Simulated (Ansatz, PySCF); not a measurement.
System: C₂H₄S, charge 0, singlet. C2H4S (SMILES C1CS1).
B3LYP-D3(BJ)/def2-TZVP minimum from Ansatz (a first-principles code):
```
C
H 1 1.0824
H 1 1.0824 2 114.91
C 1 1.4789 2 118.24 3 147.30
H 4 1.0824 1 118.24 2 0.00
H 4 1.0824 5 114.91 1 147.30
S 1 1.8219 2 115.22 3 -137.55
```

Total energies in hartree (Ansatz). Radicals and triplets start from unrestricted determinants; spin-orbit coupling is neglected. Correlated methods leave the cores frozen. No relativity. For partners of very few electrons the exact lower level stands in for a higher one.

```tsv
species	HF/cc-pV(T+d)Z	CCSD(T)/cc-pV(T+d)Z	HF/cc-pV(Q+d)Z	CCSD(T)/cc-pV(Q+d)Z	CCSD(T)/cc-pV(D+d)Z	CCSDT(Q)/cc-pV(D+d)Z
1: C2H4S (SMILES C1SC1)	-475.61263	-476.18446	-475.62113	-476.22555	-476.03951	-476.04133
2: C (triplet)	-37.69157	-37.78076	-37.69331	-37.78654	-37.76038	-37.76071
3: S (triplet)	-397.50938	-397.65444	-397.51264	-397.66785	-397.60412	-397.60456
4: H (doublet)	-0.49981	-0.49981	-0.49995	-0.49995	-0.49928	-0.49928
```

Task: Work out the enthalpy of formation at 298 K (by atomisation, with ideal-gas terms from PySCF's Hessian at B3LYP-D3(BJ)/def2-TZVP and the atoms' measured values of the G2/97 table; no spin-orbit terms) in kcal/mol: take Hartree-Fock from cc-pV(Q+d)Z, extrapolate the CCSD(T) correlation energy as X^-3 (X = 3, 4), and add CCSDT(Q) - CCSD(T) in cc-pV(D+d)Z. The further terms named in the bracket sum to +1.02580 hartree. 1 hartree = 627.51 kcal/mol.

Result: 
Species 1: correlation (64·(-0.60442) - 27·(-0.57183))/37 = -0.62820; step -0.00182; E1 = -475.62113 + (-0.62820) + (-0.00182) = -476.25115
Species 2: correlation (64·(-0.09323) - 27·(-0.08919))/37 = -0.09618; step -0.00033; E2 = -37.69331 + (-0.09618) + (-0.00033) = -37.78982
Species 3: correlation (64·(-0.15521) - 27·(-0.14506))/37 = -0.16262; step -0.00044; E3 = -397.51264 + (-0.16262) + (-0.00044) = -397.67570
Species 4: correlation (64·(0.00000) - 27·(0.00000))/37 = 0.00000; step +0.00000; E4 = -0.49995 + (0.00000) + (+0.00000) = -0.49995
+1·E1 -2·E2 -1·E3 -4·E4 +1.02580 = 0.02979 hartree = 18.7 kcal/mol. Measured: 19.6 kcal/mol, 82.0 kJ/mol (G2/97 table in ASE (Curtiss et al.)); atomic spin-orbit terms, which the calculations lack, would raise the computed values. The composite differs from it by -0.9 kcal/mol; core, relativistic and spin-orbit terms are not in it.
